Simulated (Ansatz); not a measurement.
Mo (bcc, W type): values from a third-order Birch-Murnaghan fit to a volume scan beside measured ones. Computed values: r2SCAN (plane waves to 500 eV, PAW, scalar-relativistic; Ansatz, a program for electronic structure). Mo is run without spin polarisation. Mo was relaxed with its symmetry unable to fall.

```
quantity                reference                                       kind
----------------------  ---------  -----------------------------------------
Lattice constant a (Å)      3.141  measured, corrected to the static lattice
```

References as given in: Daniel Mejia-Rodriguez, S. B. Trickey, Physical Review B (2018), arXiv:1807.09216.

### Question
What does r2SCAN give, and how far is that from the reference?

### Answer
| quantity | r2SCAN | difference |
|---|---|---|
| Lattice constant a (Å) | 3.151 | +0.3 % |

r2SCAN overestimates the lattice constant a by 0.3 %.

(A scan under strain: stresses follow from slopes of the energy per volume, elastic moduli from its curvatures.)
